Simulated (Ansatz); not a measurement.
Basis-set extrapolation for C$_{8}$H$_{18}$, SMILES `CCCC(C)(C)CC` (PBE0-D4/def2-TZVP geometry, frozen core, the Gaussian-basis code of Ansatz). Multiplicity 1, RHF reference.

```json
{"": "HF", "def2-TZVPP": "-313.539417", "def2-QZVPP": "-313.554221"}
{"": "MP2 correlation", "def2-TZVPP": "-1.428425", "def2-QZVPP": "-1.515285"}
{"": "CCSD(T) correlation", "def2-TZVPP": "-1.577239", "def2-QZVPP": "not run"}
```

Energies in hartree. Use E(X) = E(∞) + A·exp(−7.88·√X) for Hartree–Fock and E(X) = E(∞) + B·X^(−2.97) for correlation, with X = 3 and 4, and add CCSD(T) minus MP2 of the smaller set to the MP2 limit.

Task: What is the CCSD(T) energy at the basis-set limit?

Result: HF limit: -313.554221 + (-0.014804) × 0.13774 = -313.55626. MP2 limit: -1.515285 + (-0.086860) × 0.74074 = -1.57963. Higher-order term: -1.577239 − (-1.428425) = -0.14881. Total: -315.28470 hartree, 441.2 kJ/mol below CCSD(T)/def2-TZVPP.
